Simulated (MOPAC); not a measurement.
MOPAC input (AM1):

```
AM1 FORCE THERMO(298,298) PRECISE LET UHF MS=0.5 GEO-OK AUX(PRECISION=9) THREADS=1
C2F2N

C     0.00572942 1   -0.20649943 1   -0.32731020 1
C    -0.01077940 1    0.18234251 1    1.03873941 1
F     1.10014111 1   -0.14185802 1   -1.07900647 1
F    -1.07858383 1   -0.17604158 1   -1.09558991 1
N    -0.02336046 1    0.43350487 1    2.17511184 1
```

Which zero-point energy does it print?

12.57 kcal/mol, from the harmonic wavenumbers of AM1.
